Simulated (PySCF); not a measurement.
Computed with PySCF with PBE-D3(BJ)/def2-TZVP // r2SCAN-D4/def2-TZVP. Gas-phase values, no solvent. One relaxed conformer stands for a flexible species; it need not be the lowest. 

Reference species (SMILES): `Cl[Si](Cl)(Cl)Cl` (neutral, multiplicity 1).

```json
{
  "HOMO–LUMO gap": "6.47 eV",
  "LUMO": "-1.64 eV"
}
```

Changed species: `S[Si](S)(S)S` (4 of 4 Cl replaced by SH; the reference has 0 of 4 Cl replaced by SH).

What does the change do to the HOMO–LUMO gap and LUMO?

the HOMO–LUMO gap decreases by 2.13 eV, to 4.34 eV; the LUMO drops by 0.13 eV, to -1.77 eV.
